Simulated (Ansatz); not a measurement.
The input, for Ansatz 0.2.0:

```yaml
crystal:
  periodic: [false, false, false]
  atoms:
    - {symbol: Al, position_ang: [0.000000, 0.000000, -0.195600]}
    - {symbol: C, position_ang: [0.000000, 0.000000, -2.111800]}
    - {symbol: H, position_ang: [0.000000, 0.000000, 2.307400]}
basis:
  gaussian: {orbitals: def2-SVP}
magnetization: {spin_polarized: false, initial_magnetization: 2}
correlation: {method: sc_nevpt2, electrons: valence}
accuracy: high
```

```sh
$ ansatz run in.yaml --threads 1 --pin off --events-out ev --progress --plain --max-ram 2393MiB
```

Task: What does the program do with this input?

Result: Refused. The input was made wrong on purpose (method needs an active space), so the run isn't a sound calculation of what was asked.
```
Error: this correlation method needs an active space: name one as the reference
```
